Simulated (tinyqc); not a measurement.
Inside a calculation (part 1 of 2). Method: G0W0 on RHF in the sto-3g basis, for H2O, spin multiplicity 1. Computed by tinyqc, a small Python program that keeps every step (integrals from PySCF). Settings: charge = 0, multiplicity = 1, basis = sto-3g, method = RHF, energy threshold = 1e-10, iteration cap = 57, orthogonalisation = symmetric, start = Wolfsberg-Helmholz matrix, DIIS depth = 6. Command: `OMP_NUM_THREADS=1 python tinyqc.py 29017 29018 out.jsonl` (the two numbers bound the seeds that draw the settings). One thread of a shared host (Intel(R) Xeon(R) Processor @ 2.60GHz), about 0.07 s of CPU time with the checks. The early iterations of the SCF are left out here.

## One-electron integrals

Geometry (angstrom):

| atom | x | y | z |
|---|---|---|---|
| O | 0.000000 | 0.000000 | 0.000000 |
| H | 0.000000 | 0.802000 | 0.721000 |
| H | 0.000000 | -0.846000 | 0.760000 |

Basis sto-3g: exponents (1/bohr^2) and contraction coefficients of normalised primitives:

| element | l (shell) | exponent | coefficient |
|---|---|---|---|
| O | s (1) | 130.709320 | 0.154329 |
| O | s (1) | 23.808861 | 0.535328 |
| O | s (1) | 6.443608 | 0.444635 |
| O | s (2) | 5.033151 | -0.099967 |
| O | s (2) | 1.169596 | 0.399513 |
| O | s (2) | 0.380389 | 0.700115 |
| O | p (3) | 5.033151 | 0.155916 |
| O | p (3) | 1.169596 | 0.607684 |
| O | p (3) | 0.380389 | 0.391957 |
| H | s (1) | 3.425251 | 0.154329 |
| H | s (1) | 0.623914 | 0.535328 |
| H | s (1) | 0.168855 | 0.444635 |

Overlap, kinetic and nuclear-attraction integrals over the contracted functions; the nuclear repulsion is the sum of Za Zb / Rab.

nuclear repulsion = 7.96902867 hartree

overlap S:
```
           1O 1s     1O 2s    1O 2px     1O 2py    1O 2pz     2H 1s      3H 1s
1O 1s   1.000000  0.236704  0.000000   0.000000  0.000000  0.040429   0.035154
1O 2s   0.236704  1.000000  0.000000   0.000000  0.000000  0.398836   0.364812
1O 2px  0.000000  0.000000  1.000000   0.000000  0.000000  0.000000   0.000000
1O 2py  0.000000  0.000000  0.000000   1.000000  0.000000  0.259454  -0.242779
1O 2pz  0.000000  0.000000  0.000000   0.000000  1.000000  0.233250   0.218099
2H 1s   0.040429  0.398836  0.000000   0.259454  0.233250  1.000000   0.206691
3H 1s   0.035154  0.364812  0.000000  -0.242779  0.218099  0.206691   1.000000
```

kinetic energy T (hartree):
```
            1O 1s      1O 2s    1O 2px     1O 2py    1O 2pz      2H 1s      3H 1s
1O 1s   29.003200  -0.168011  0.000000   0.000000  0.000000  -0.007998  -0.008831
1O 2s   -0.168011   0.808128  0.000000   0.000000  0.000000   0.078004   0.058565
1O 2px   0.000000   0.000000  2.528731   0.000000  0.000000   0.000000   0.000000
1O 2py   0.000000   0.000000  0.000000   2.528731  0.000000   0.148564  -0.123013
1O 2pz   0.000000   0.000000  0.000000   0.000000  2.528731   0.133560   0.110509
2H 1s   -0.007998   0.078004  0.000000   0.148564  0.133560   0.760032  -0.000251
3H 1s   -0.008831   0.058565  0.000000  -0.123013  0.110509  -0.000251   0.760032
```

nuclear attraction V (hartree):
```
             1O 1s       1O 2s     1O 2px     1O 2py     1O 2pz      2H 1s      3H 1s
1O 1s   -61.574457   -7.409369   0.000000  -0.000913  -0.015525  -1.297190  -1.126296
1O 2s    -7.409369  -10.003111   0.000000  -0.010069  -0.189886  -3.099261  -2.786441
1O 2px    0.000000    0.000000  -9.870843   0.000000   0.000000   0.000000   0.000000
1O 2py   -0.000913   -0.010069   0.000000  -9.968823  -0.005856  -1.777714   1.623073
1O 2pz   -0.015525   -0.189886   0.000000  -0.005856  -9.949977  -1.654292  -1.512623
2H 1s    -1.297190   -3.099261   0.000000  -1.777714  -1.654292  -5.383833  -1.190729
3H 1s    -1.126296   -2.786441   0.000000   1.623073  -1.512623  -1.190729  -5.202880
```

core Hamiltonian H = T + V (hartree):
```
             1O 1s      1O 2s     1O 2px     1O 2py     1O 2pz      2H 1s      3H 1s
1O 1s   -32.571257  -7.577380   0.000000  -0.000913  -0.015525  -1.305188  -1.135127
1O 2s    -7.577380  -9.194983   0.000000  -0.010069  -0.189886  -3.021256  -2.727876
1O 2px    0.000000   0.000000  -7.342112   0.000000   0.000000   0.000000   0.000000
1O 2py   -0.000913  -0.010069   0.000000  -7.440092  -0.005856  -1.629149   1.500060
1O 2pz   -0.015525  -0.189886   0.000000  -0.005856  -7.421246  -1.520733  -1.402115
2H 1s    -1.305188  -3.021256   0.000000  -1.629149  -1.520733  -4.623801  -1.190980
3H 1s    -1.135127  -2.727876   0.000000   1.500060  -1.402115  -1.190980  -4.442849
```

## Two-electron integrals

Functions are numbered as in S; the eight-fold symmetry (ij|kl) = (ji|kl) = (kl|ij) leaves the list below.

Two-electron integrals (ij|kl) in chemists' order, unique and non-zero (hartree):
```
(11|11) 4.785065    (21|11) 0.741380    (21|21) 0.136873    (22|11) 1.118947
(22|21) 0.256633    (22|22) 0.817206    (31|31) 0.024477    (32|31) 0.037809
(32|32) 0.180518    (33|11) 1.115814    (33|21) 0.256684    (33|22) 0.817023
(33|33) 0.880159    (41|41) 0.024477    (42|41) 0.037809    (42|42) 0.180518
(43|43) 0.047444    (44|11) 1.115814    (44|21) 0.256684    (44|22) 0.817023
(44|33) 0.785270    (44|44) 0.880159    (51|51) 0.024477    (52|51) 0.037809
(52|52) 0.180518    (53|53) 0.047444    (54|54) 0.047444    (55|11) 1.115814
(55|21) 0.256684    (55|22) 0.817023    (55|33) 0.785270    (55|44) 0.785270
(55|55) 0.880159    (61|11) 0.128260    (61|21) 0.023492    (61|22) 0.043807
(61|33) 0.043721    (61|41) 0.000804    (61|42) 0.001512    (61|44) 0.043867
(61|51) 0.000723    (61|52) 0.001359    (61|54) 0.000131    (61|55) 0.043839
(61|61) 0.004084    (62|11) 0.325820    (62|21) 0.075725    (62|22) 0.268649
(62|33) 0.263976    (62|41) 0.004236    (62|42) 0.032958    (62|44) 0.271584
(62|51) 0.003808    (62|52) 0.029629    (62|54) 0.006839    (62|55) 0.270125
(62|61) 0.013266    (62|62) 0.111222    (63|31) 0.007754    (63|32) 0.045753
(63|43) 0.006769    (63|53) 0.006085    (63|63) 0.015486    (64|11) 0.178865
(64|21) 0.042092    (64|22) 0.159428    (64|33) 0.152267    (64|41) 0.009810
(64|42) 0.064173    (64|44) 0.170098    (64|51) 0.001848    (64|52) 0.016559
(64|54) 0.009944    (64|55) 0.155737    (64|61) 0.007685    (64|62) 0.080196
(64|64) 0.072641    (65|11) 0.160800    (65|21) 0.037841    (65|22) 0.143326
(65|33) 0.136889    (65|41) 0.001848    (65|42) 0.016559    (65|44) 0.140748
(65|51) 0.009416    (65|52) 0.060640    (65|54) 0.010238    (65|55) 0.152178
(65|61) 0.006909    (65|62) 0.072097    (65|64) 0.051382    (65|65) 0.061679
(66|11) 0.479195    (66|21) 0.113172    (66|22) 0.461636    (66|33) 0.443311
(66|41) 0.007889    (66|42) 0.085630    (66|44) 0.473393    (66|51) 0.007092
(66|52) 0.076981    (66|54) 0.027044    (66|55) 0.467623    (66|61) 0.019981
(66|62) 0.245318    (66|64) 0.201848    (66|65) 0.181462    (66|66) 0.774606
(71|11) 0.111401    (71|21) 0.020411    (71|22) 0.038085    (71|33) 0.038011
(71|41) -0.000693   (71|42) -0.001307   (71|44) 0.038138    (71|51) 0.000623
(71|52) 0.001174    (71|54) -0.000114   (71|55) 0.038113    (71|61) 0.003499
(71|62) 0.011207    (71|64) 0.005955    (71|65) 0.005840    (71|66) 0.016737
(71|71) 0.003083    (72|11) 0.292695    (72|21) 0.068068    (72|22) 0.242651
(72|33) 0.238368    (72|41) -0.003805   (72|42) -0.030047   (72|44) 0.245345
(72|51) 0.003418    (72|52) 0.026992    (72|54) -0.006268   (72|55) 0.243999
(72|61) 0.011586    (72|62) 0.082185    (72|64) 0.040808    (72|65) 0.052013
(72|66) 0.149527    (72|71) 0.010367    (72|72) 0.092000    (73|31) 0.006853
(73|32) 0.040865    (73|43) -0.006111   (73|53) 0.005490    (73|63) 0.010979
(73|73) 0.012580    (74|11) -0.163677   (74|21) -0.038531   (74|22) -0.146649
(74|33) -0.140121   (74|41) 0.008729    (74|42) 0.057895    (74|44) -0.156324
(74|51) -0.001685   (74|52) -0.015299   (74|54) 0.009066    (74|55) -0.143333
(74|61) -0.006278   (74|62) -0.041888   (74|64) -0.010256   (74|65) -0.025944
(74|66) -0.068511   (74|71) -0.006106   (74|72) -0.067588   (74|74) 0.061668
(75|11) 0.147038    (75|21) 0.034614    (75|22) 0.131741    (75|33) 0.125877
(75|41) -0.001685   (75|42) -0.015299   (75|44) 0.129452    (75|51) 0.008367
(75|52) 0.054609    (75|54) -0.009324   (75|55) 0.139743    (75|61) 0.006138
(75|62) 0.052648    (75|64) 0.025629    (75|65) 0.043808    (75|66) 0.104835
(75|71) 0.005486    (75|72) 0.060718    (75|74) -0.044098   (75|75) 0.052195
(76|11) 0.116691    (76|21) 0.027416    (76|22) 0.106953    (76|33) 0.104212
(76|41) -0.000024   (76|42) -0.000301   (76|44) 0.106059    (76|51) 0.002077
(76|52) 0.019891    (76|54) -0.000085   (76|55) 0.110468    (76|61) 0.004762
(76|62) 0.045058    (76|64) 0.027985    (76|65) 0.032883    (76|66) 0.106318
(76|71) 0.004143    (76|72) 0.041417    (76|74) -0.026521   (76|75) 0.030690
(76|76) 0.023493    (77|11) 0.456679    (77|21) 0.107905    (77|22) 0.442921
(77|33) 0.425734    (77|41) -0.007280   (77|42) -0.080825   (77|44) 0.453965
(77|51) 0.006540    (77|52) 0.072609    (77|54) -0.025361   (77|55) 0.448517
(77|61) 0.018355    (77|62) 0.158872    (77|64) 0.071136    (77|65) 0.109790
(77|66) 0.317182    (77|71) 0.016546    (77|72) 0.219005    (77|74) -0.183618
(77|75) 0.164952    (77|76) 0.106318    (77|77) 0.774606
```

## Orthogonalisation

S = U s U^T; symmetric (Loewdin) form X = U s^(-1/2) U^T, so that X^T S X = 1.

eigenvalues of S: 0.434913  0.530854  0.879943  1.000000  1.108839  1.265960  1.779490

X:
```
            1O 1s      1O 2s    1O 2px     1O 2py     1O 2pz      2H 1s      3H 1s
1O 1s    1.023580  -0.136378  0.000000  -0.000728  -0.007868   0.019393   0.017738
1O 2s   -0.136378   1.153070  0.000000   0.009095   0.075692  -0.231990  -0.201008
1O 2px   0.000000   0.000000  1.000000   0.000000   0.000000   0.000000   0.000000
1O 2py  -0.000728   0.009095  0.000000   1.065050   0.004637  -0.173611   0.159053
1O 2pz  -0.007868   0.075692  0.000000   0.004637   1.043692  -0.132892  -0.118107
2H 1s    0.019393  -0.231990  0.000000  -0.173611  -0.132892   1.140999  -0.073520
3H 1s    0.017738  -0.201008  0.000000   0.159053  -0.118107  -0.073520   1.116558
```

## Iteration 9 (converged): orbitals

converged F (hartree):
```
             1O 1s      1O 2s     1O 2px     1O 2py     1O 2pz      2H 1s      3H 1s
1O 1s   -20.264307  -5.165323   0.000000  -0.001024  -0.025318  -0.898393  -0.782114
1O 2s    -5.165323  -2.415077   0.000000  -0.010440  -0.077748  -0.833313  -0.754664
1O 2px    0.000000   0.000000  -0.392567   0.000000   0.000000   0.000000   0.000000
1O 2py   -0.001024  -0.010440   0.000000  -0.231691  -0.012962  -0.349761   0.331513
1O 2pz   -0.025318  -0.077748   0.000000  -0.012962  -0.274228  -0.353836  -0.336669
2H 1s    -0.898393  -0.833313   0.000000  -0.349761  -0.353836  -0.444714  -0.276806
3H 1s    -0.782114  -0.754664   0.000000   0.331513  -0.336669  -0.276806  -0.390319
```

Diagonalise F' = X^T F X, C = X C', fill 5 alpha and 5 beta electrons from the bottom; D = 2 C_occ C_occ^T. Each column has its largest component positive (the first on a tie).

F' = X^T F X (hartree):
```
            1          2          3          4          5          6          7
1  -19.890140  -2.683414   0.000000  -0.001930  -0.054595  -0.108353  -0.080542
2   -2.683414  -1.324921   0.000000   0.006763   0.105274  -0.418728  -0.371412
3    0.000000   0.000000  -0.392567   0.000000   0.000000   0.000000   0.000000
4   -0.001930   0.006763   0.000000  -0.029152  -0.002098  -0.395949   0.376063
5   -0.054595   0.105274   0.000000  -0.002098  -0.133501  -0.325796  -0.303491
6   -0.108353  -0.418728   0.000000  -0.395949  -0.325796  -0.018034  -0.081365
7   -0.080542  -0.371412   0.000000   0.376063  -0.303491  -0.081365  -0.028753
```

orbital energies (hartree): MO1 -20.272544, MO2 -1.214126, MO3 -0.533499, MO4 -0.451805, MO5 -0.392567, MO6 0.477878, MO7 0.569595

coefficients C:
```
              MO1        MO2        MO3        MO4       MO5        MO6        MO7
1O 1s    0.994463  -0.239139   0.013858   0.095634  0.000000   0.102143   0.033954
1O 2s    0.023926   0.886929  -0.072504  -0.487183  0.000000  -0.609704  -0.215979
1O 2px   0.000000   0.000000   0.000000   0.000000  1.000000   0.000000   0.000000
1O 2py   0.000272   0.010730   0.620412  -0.055519  0.000000   0.243948  -0.861543
1O 2pz   0.003248   0.088629   0.066951   0.719903  0.000000  -0.739034  -0.223464
2H 1s   -0.004757   0.151511   0.475521   0.293591  0.000000   0.474841   0.921147
3H 1s   -0.004186   0.132985  -0.428846   0.382440  0.000000   0.854047  -0.504783
```

D after iteration 9:
```
            1O 1s      1O 2s    1O 2px     1O 2py     1O 2pz      2H 1s      3H 1s
1O 1s    2.110965  -0.471805  0.000000   0.001986   0.103621  -0.012592  -0.010667
1O 2s   -0.471805   2.059639  0.000000  -0.016822  -0.553787  -0.086488  -0.074755
1O 2px   0.000000   0.000000  2.000000   0.000000   0.000000   0.000000   0.000000
1O 2py   0.001986  -0.016822  0.000000   0.776218   0.005041   0.560687  -0.571736
1O 2pz   0.103621  -0.553787  0.000000   0.005041   1.061216   0.513212   0.516762
2H 1s   -0.012592  -0.086488  0.000000   0.560687   0.513212   0.670587  -0.142951
3H 1s   -0.010667  -0.074755  0.000000  -0.571736   0.516762  -0.142951   0.695744
```

## Convergence

Stop when the energy changes by less than 1e-10 hartree and every element of the error matrix X^T (F D S - S D F) X is below 3e-06.

Course of the cycle:

| iteration | E (hartree) | change | largest element of the error matrix |
|---|---|---|---|
| 1 | -74.47150507 | - | 4.84e-01 |
| 2 | -74.92024147 | -4.49e-01 | 1.29e-01 |
| 3 | -74.93783923 | -1.76e-02 | 3.60e-02 |
| 4 | -74.93964059 | -1.80e-03 | 6.86e-03 |
| 5 | -74.93973622 | -9.56e-05 | 2.13e-03 |
| 6 | -74.93975116 | -1.49e-05 | 3.09e-05 |
| 7 | -74.93975116 | -2.51e-09 | 8.08e-06 |
| 8 | -74.93975116 | -1.14e-10 | 5.83e-07 |
| 9 | -74.93975116 | -7.82e-13 | 7.72e-08 |

PySCF RHF in the same basis = -74.93975116 hartree

Converged in 9 iterations.

## Integrals over molecular orbitals

(pq|rs) = sum C_ip C_jq C_kr C_ls (ij|kl), one index at a time.

one-electron integrals over orbitals h = C^T H C (hartree):
```
            1          2          3          4          5          6          7
1  -32.554735   0.567284  -0.031763  -0.215067   0.000000  -0.233301  -0.077311
2    0.567284  -7.566391   0.054628   0.532597   0.000000   1.144222   0.385654
3   -0.031763   0.054628  -6.051865  -0.102758   0.000000  -0.414703   1.688631
4   -0.215067   0.532597  -0.102758  -6.529137   0.000000   1.337232   0.196650
5    0.000000   0.000000   0.000000   0.000000  -7.342112   0.000000   0.000000
6   -0.233301   1.144222  -0.414703   1.337232   0.000000  -5.372516   0.021357
7   -0.077311   0.385654   1.688631   0.196650   0.000000   0.021357  -5.455369
```

Two-electron integrals over orbitals (pq|rs), unique and non-zero (hartree):
```
(11|11) 4.746853    (21|11) -0.428217   (21|21) 0.061089    (22|11) 1.019554
(22|21) -0.015070   (22|22) 0.725373    (31|11) 0.024751    (31|21) -0.003140
(31|22) 0.002243    (31|31) 0.011289    (32|11) -0.017360   (32|21) 0.001344
(32|22) 0.003162    (32|31) 0.017238    (32|32) 0.130694    (33|11) 0.774902
(33|21) -0.004960   (33|22) 0.621467    (33|31) -0.000536   (33|32) 0.000577
(33|33) 0.600069    (41|11) 0.169781    (41|21) -0.022332   (41|22) 0.012753
(41|31) 0.001786    (41|32) 0.000121    (41|33) 0.005661    (41|41) 0.023875
(42|11) -0.151332   (42|21) 0.008253    (42|22) -0.023829   (42|31) 0.000023
(42|32) 0.002678    (42|33) 0.001688    (42|41) 0.017338    (42|42) 0.128546
(43|11) 0.024255    (43|21) -0.000880   (43|22) 0.009524    (43|31) -0.002988
(43|32) 0.024226    (43|33) 0.008871    (43|41) -0.001344   (43|42) -0.013244
(43|43) 0.056870    (44|11) 0.918963    (44|21) -0.011055   (44|22) 0.653467
(44|31) -0.000073   (44|32) -0.014242   (44|33) 0.567469    (44|41) -0.008110
(44|42) -0.088733   (44|43) 0.006539    (44|44) 0.689919    (51|51) 0.025962
(52|51) 0.033165    (52|52) 0.150000    (53|51) -0.001815   (53|52) -0.006533
(53|53) 0.027415    (54|51) -0.012248   (54|52) -0.045260   (54|53) 0.003334
(54|54) 0.048176    (55|11) 1.115359    (55|21) -0.012113   (55|22) 0.754124
(55|31) 0.000696    (55|32) -0.009040   (55|33) 0.608445    (55|41) 0.004793
(55|42) -0.082057   (55|43) 0.013795    (55|44) 0.682541    (55|55) 0.880159
(61|11) 0.182774    (61|21) -0.027908   (61|22) 0.001368    (61|31) 0.004196
(61|32) 0.003853    (61|33) -0.001052   (61|41) -0.003361   (61|42) -0.020703
(61|43) 0.000883    (61|44) 0.015201    (61|55) 0.004948    (61|61) 0.025470
(62|11) -0.250427   (62|21) 0.005516    (62|22) -0.125045   (62|31) 0.002393
(62|32) 0.014812    (62|33) -0.068454   (62|41) -0.018097   (62|42) -0.032819
(62|43) -0.007452   (62|44) -0.053722   (62|55) -0.132811   (62|61) 0.011905
(62|62) 0.093087    (63|11) 0.086338    (63|21) -0.001753   (63|22) 0.040575
(63|31) -0.003039   (63|32) 0.026060    (63|33) 0.028432    (63|41) 0.000593
(63|42) -0.018955   (63|43) 0.034946    (63|44) 0.022022    (63|55) 0.048307
(63|61) 0.000046    (63|62) -0.022318   (63|63) 0.070973    (64|11) -0.274319
(64|21) 0.003763    (64|22) -0.128095   (64|31) -0.002160   (64|32) -0.016723
(64|33) -0.053521   (64|41) 0.000035    (64|42) 0.057705    (64|43) -0.017968
(64|44) -0.127991   (64|55) -0.152492   (64|61) -0.003565   (64|62) 0.052447
(64|63) -0.042209   (64|64) 0.109081    (65|51) -0.012108   (65|52) -0.047507
(65|53) 0.007172    (65|54) -0.006381   (65|65) 0.033678    (66|11) 0.798048
(66|21) -0.007702   (66|22) 0.598958    (66|31) -0.002192   (66|32) -0.039757
(66|33) 0.551741    (66|41) 0.016755    (66|42) 0.042906    (66|43) -0.031569
(66|44) 0.556879    (66|55) 0.585717    (66|61) -0.009349   (66|62) -0.088851
(66|63) -0.017774   (66|64) -0.042158   (66|66) 0.613023    (71|11) 0.060883
(71|21) -0.009523   (71|22) -0.000263   (71|31) -0.013582   (71|32) -0.021023
(71|33) 0.001350    (71|41) 0.000687    (71|42) -0.004240   (71|43) 0.004200
(71|44) 0.003933    (71|55) 0.001609    (71|61) 0.002601    (71|62) -0.002096
(71|63) 0.003718    (71|64) 0.001773    (71|66) 0.002589    (71|71) 0.019560
(72|11) -0.086100   (72|21) 0.001746    (72|22) -0.042652   (72|31) -0.014624
(72|32) -0.050180   (72|33) -0.014048   (72|41) -0.003938   (72|42) -0.001009
(72|43) 0.030916    (72|44) -0.025986   (72|55) -0.044878   (72|61) -0.002165
(72|62) 0.009315    (72|63) 0.023812    (72|64) 0.019953    (72|66) -0.030681
(72|71) 0.017633    (72|72) 0.070159    (73|11) -0.356879   (73|21) 0.006794
(73|22) -0.154085   (73|31) 0.000050    (73|32) 0.024615    (73|33) -0.086118
(73|41) 0.000428    (73|42) 0.078391    (73|43) 0.001631    (73|44) -0.133320
(73|55) -0.194445   (73|61) -0.005464   (73|62) 0.059744    (73|63) -0.016157
(73|64) 0.094587    (73|66) -0.058489   (73|71) -0.002019   (73|72) 0.028076
(73|73) 0.159694    (74|11) -0.040562   (74|21) 0.000511    (74|22) -0.015719
(74|31) 0.008211    (74|32) 0.071058    (74|33) -0.006515   (74|41) -0.000957
(74|42) 0.001728    (74|43) 0.011299    (74|44) -0.025039   (74|55) -0.021846
(74|61) 0.002898    (74|62) 0.015298    (74|63) 0.042648    (74|64) -0.006084
(74|66) -0.040436   (74|71) -0.010327   (74|72) -0.011629   (74|73) 0.032832
(74|74) 0.068286    (75|51) -0.004011   (75|52) -0.015841   (75|53) -0.022480
(75|54) 0.001019    (75|65) 0.003023    (75|75) 0.025246    (76|11) -0.002253
(76|21) 0.000220    (76|22) 0.004998    (76|31) 0.006437    (76|32) 0.070781
(76|33) -0.000238   (76|41) 0.003399    (76|42) 0.011483    (76|43) 0.051270
(76|44) -0.014861   (76|55) -0.001976   (76|61) -0.001163   (76|62) -0.010123
(76|63) 0.044991    (76|64) -0.021503   (76|66) -0.039255   (76|71) -0.008359
(76|72) 0.003942    (76|73) 0.027931    (76|74) 0.046596    (76|76) 0.083238
(77|11) 0.824003    (77|21) -0.008409   (77|22) 0.607366    (77|31) 0.005017
(77|32) 0.045948    (77|33) 0.585334    (77|41) 0.004751    (77|42) -0.013193
(77|43) 0.034125    (77|44) 0.564954    (77|55) 0.602298    (77|61) 0.003522
(77|62) -0.058961   (77|63) 0.052171    (77|64) -0.062107   (77|66) 0.526581
(77|71) -0.004595   (77|72) -0.016902   (77|73) -0.069542   (77|74) 0.026538
(77|76) 0.042503    (77|77) 0.619155
```
